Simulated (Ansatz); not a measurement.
# C2H6Al radical: up Jacob's ladder to CCSD(T)

How much do the methods differ for C2H6Al radical? The plan is to run it at one geometry with functionals of several rungs and with coupled cluster. The yardstick is the atomisation energy at the CCSD(T) limit.

Program: Ansatz 0.2.0, Gaussian basis. Level of theory: functionals in def2-TZVPP, the program's frozen cores in correlated methods. These are calculated values, not measurements.

Plan: LDA (SPW92), PBE-D4, revPBE-D4, BLYP-D4, r2SCAN-D4, B97M-V, PBE0-D4, B3LYP-D4, r2SCANh-D4, r2SCAN0-D4, HSE06-D4, BHLYP-D4, CAM-B3LYP-D4, LC-ωPBE, ωB97X-V, ωB97M-V, B2PLYP, PBE-QIDH; CCSD(T)/def2-SVP; CCSD(T)/def2-TZVPP; CCSD(T)/def2-QZVPP; extrapolation to the limit; RPA on PBE.

### 1 The geometry

All runs share one geometry, relaxed beforehand with PBE0-D4 in a triple-zeta def2 set.

SMILES `[CH3][Al][CH3]`, 9 atoms, charge 0, spin multiplicity 2.

Atoms are counted from 1 here; the program's logs count them from 0.

Bond lengths: C1–Al2 1.972 Å, C1–H4 1.095 Å, C1–H5 1.095 Å, C1–H6 1.095 Å, Al2–C3 1.970 Å, C3–H7 1.097 Å, C3–H8 1.097 Å, C3–H9 1.091 Å. Angles: Al2–C1–H4 111.5°, Al2–C1–H5 111.1°, Al2–C1–H6 111.0°, H4–C1–H5 108.3°, H4–C1–H6 108.2°, H5–C1–H6 106.6°, C1–Al2–C3 118.6°, Al2–C3–H7 109.3°, Al2–C3–H8 109.4°, Al2–C3–H9 114.5°, H7–C3–H8 106.9°, H7–C3–H9 108.2°, H8–C3–H9 108.2°.

### 2 LDA

This LDA is Slater exchange with PW92 correlation.

Input file in.yaml:

```yaml
crystal:
  periodic: [false, false, false]
  atoms:
    - {symbol: C, position_ang: [-0.810682, 1.130628, -0.941489]}
    - {symbol: Al, position_ang: [0.730955, 0.705543, 0.211938]}
    - {symbol: C, position_ang: [0.877252, -1.111394, 0.957803]}
    - {symbol: H, position_ang: [-1.467824, 0.264482, -1.069024]}
    - {symbol: H, position_ang: [-0.481864, 1.460855, -1.931942]}
    - {symbol: H, position_ang: [-1.401501, 1.950049, -0.519741]}
    - {symbol: H, position_ang: [0.915286, -1.838213, 0.137403]}
    - {symbol: H, position_ang: [-0.021771, -1.337921, 1.543504]}
    - {symbol: H, position_ang: [1.748748, -1.270329, 1.594450]}
basis:
  gaussian: {orbitals: def2-TZVPP}
magnetization: {spin_polarized: true, initial_magnetization: 1}
hamiltonian: {xc: lda}
output: {orbitals: {seedname: orbitals}}
```

On the command line:

```
$ ansatz run in.yaml --threads 2 --pin off --events-out ev --progress --plain --max-ram 32768MiB --backend cpu
```

The runs that follow: PBE-D4 (GGA); revPBE-D4 (GGA); BLYP-D4 (GGA); r2SCAN-D4 (meta-GGA); B97M-V (meta-GGA); B3LYP-D4 (hybrid); r2SCANh-D4 (hybrid); r2SCAN0-D4 (hybrid); HSE06-D4 (hybrid); BHLYP-D4 (hybrid); CAM-B3LYP-D4 (range-separated); LC-ωPBE (range-separated); ωB97X-V (range-separated); ωB97M-V (range-separated); B2PLYP (double hybrid); PBE-QIDH (double hybrid); CCSD(T) in def2-SVP; CCSD(T) in def2-TZVPP; CCSD(T) in def2-QZVPP; RPA on PBE orbitals.

Q: Predict the results of all the runs planned. Wanted: atomisation energy, CCSD(T)/CBS; farthest beyond LDA; mean size of error, GGA; mean size of error, meta-GGA; mean size of error, hybrid; mean size of error, range-separated; mean size of error, double hybrid; gap, smallest and largest; T1 diagnostic.

**Answer**, as computed:

| quantity | value |
| --- | --- |
| atomisation energy, CCSD(T)/CBS | 3073.1 kJ/mol |
| functionals within 15.4 kJ/mol (0.5 %) | revPBE-D4, BLYP-D4, PBE0-D4, B3LYP-D4, r2SCAN0-D4, LC-ωPBE, ωB97X-V, ωB97M-V, PBE-QIDH |
| farthest beyond LDA | BHLYP-D4 (-47.8 kJ/mol) |
| mean size of error, GGA | 22.9 kJ/mol |
| mean size of error, meta-GGA | 23.2 kJ/mol |
| mean size of error, hybrid | 17.8 kJ/mol |
| mean size of error, range-separated | 7.6 kJ/mol |
| mean size of error, double hybrid | 14.6 kJ/mol |
| gap, smallest and largest | 1.01 eV (B97M-V), 7.87 eV (LC-ωPBE) |
| T1 diagnostic | 0.0119 |
| triples share of the correlation energy | 3.6 % |

In words: The LDA atomisation energy is off by 370.2 kJ/mol (12 %): it overbinds. PBE-D4 is off by +40.4 kJ/mol. Double hybrids carry the basis error of their MP2 part in triple zeta, and no dispersion term here, so their miss is partly the set-up's. The rungs range-separated, double hybrid miss on average by less than the doubt on the reference (15.4 kJ/mol), so they tie. The reference freezes the cores and leaves out relativity and excitations past (T), so misses under about 15.4 kJ/mol can't be ranked. Hartree-Fock recovers 77 % of the binding; the rest is correlation. CCSD(T) in def2-SVP is off by -136.2 kJ/mol, which most functionals beat. The gap grows from 1.0 to 7.9 eV across the functionals, mostly with the share of exact exchange.
